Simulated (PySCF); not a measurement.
# Ionisation of propargyl chloride

Parent: propargyl chloride, `C#CCCl` (C3H3Cl). Coordinates in Å; atoms count from 1 in this order:
```
C     1.6153   -0.2620   -0.5054
C     0.5075   -0.1236   -0.0387
C    -0.8168    0.0307    0.5283
Cl   -1.7137    1.4124   -0.1829
H     2.5981   -0.3814   -0.9228
H    -0.7601    0.2063    1.6121
H    -1.4230   -0.8703    0.3560
```

Level of theory: ωB97X-D3(BJ)/ma-def2-TZVP single points in PySCF, grid level 2; every species was optimised with PBE0-D3(BJ)/def2-SVP. The prefix ma- adds one diffuse s and one diffuse p function on all atoms but H. ωB97X-D3(BJ) is ωB97X-V with D3(BJ) in place of VV10. Thermal corrections: PBE0-D3(BJ)/def2-SVP frequencies, unscaled, ideal gas at 298.15 K and 1 bar, quasi-RRHO entropy.

Frontier levels of the parent: HOMO -10.61 eV, LUMO 1.14 eV.

Oxidation to the radical cation:
- Vertical ionisation energy (electronic): 10.68 eV
- Adiabatic ionisation energy (with zero-point energy): 10.50 eV
- Adiabatic, electronic part: 10.59 eV
- Vertical gap at the product's structure: 10.37 eV
- Inner reorganisation energy (four-point): 315 meV
- Relaxation of product / of parent: 97 / 218 meV
- ⟨S²⟩ of the product: 0.757
- Largest spin populations: C1 0.53, C2 0.24, Cl4 0.09
- Largest changes of atomic charge: C1 0.32, C2 0.25, Cl4 0.21, H (on C3) 0.09
- Distances that move most (Å): C3–Cl4 1.794 → 1.735; C2–C3 1.449 → 1.416; C1–C2 1.210 → 1.236; C3–H 1.099 → 1.121
- Potential in THF: 8.21 V absolute, 3.47 V against Fc+/Fc computed at 4.74 V (solvation -16 → -234 kJ/mol)

Solvents are IEF-PCM continua (electrostatics only, gas-phase structures); absolute potentials refer to an electron at rest in vacuum. Fc+/Fc in THF, 4.74 V, is ωB97X-D3(BJ)/ma-def2-TZVP on PBE0-D3(BJ)/def2-SVP structures with GFN2-xTB thermal terms. Benchmark calculations put it near 5.0 V in acetonitrile and DMSO, so it is about 0.3 V low, and the value against it can read up to that much too high.

Measured values (NIST Chemistry WebBook, evaluated or the median of agreeing entries): vertical ionisation energy 10.76 eV (computed 10.68, difference -0.08).

Known limits: spin-orbit coupling is left out of the energies, which matters for open shells on the heavier atoms.

Hardware: 1 thread of AMD EPYC 9R14, shared with other jobs. Command: `OMP_NUM_THREADS=1 python redox_run.py task.json out`. Structures, frequencies and single points: 2.2 min.
